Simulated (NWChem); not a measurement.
# sulfur dioxide (SO₂); SMILES O=S=O

All runs: NWChem. Coordinates come from a PBE0/def2-SVP optimisation. Computed dipoles belong to the equilibrium geometry; the measured one is vibrationally averaged.

Measured dipole moment: 1.63 D (NIST CCCBDB, as tabulated in the package chemicals).

```
level                                                                dipole moment (D)  computed − measured  relative time (rough)
-------------------------------------------------------------------  -----------------  -------------------  ---------------------
B3LYP/def2-TZVP                                                                   1.82                +0.19                      1
PBE/def2-TZVP                                                                     1.61                -0.02                      1
MPW1K/def2-TZVP                                                                   1.89                +0.26                      1
LC-wPBE (HJS exchange hole, range parameter 0.4 per bohr)/def2-TZVP               1.85                +0.22                      6
TPSSh/def2-TZVP                                                                   1.68                +0.05                      1
LC-BLYP (range parameter 0.33 per bohr)/def2-TZVP                                 1.89                +0.26                      5
B3PW91/def2-TZVP                                                                  1.76                +0.13                      1
PW91/def2-TZVP                                                                    1.63                 0.00                      1
```
